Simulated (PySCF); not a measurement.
Ionisation energy of Cl by level of theory

Cl [Ne] 3s2 3p5 (2P) → Cl⁺ [Ne] 3s2 3p4 (3P), as a difference of total energies. Computed with PySCF 2.14 in aug-cc-pVDZ-DK (5s4p2d, 27 functions), with the spin-free X2C one-electron Hamiltonian (Gaussian nucleus). Correlated levels: valence: [Ne] frozen. The calculations carry no spin-orbit coupling.

| method | ionisation energy (eV) |
| --- | --- |
| UHF | 11.811 |
| MN15 | 13.056 |
| PBE | 12.985 |
| MP2 (valence) | 12.590 |
| SCS-MP2 (valence) | 12.563 |
| CCSD (valence) | 12.536 |
| CCSD(T) (valence) | 12.557 |

Question: How much does correlation contribute at CCSD(T) (valence)?

Answer: 12.557 − (11.811) = 0.746 eV, measured against UHF.

Errors of the correlated levels include the incompleteness of this basis and the frozen core.

For comparison: 12.974 eV (measured; NIST levels, between the centres of gravity of the two terms).
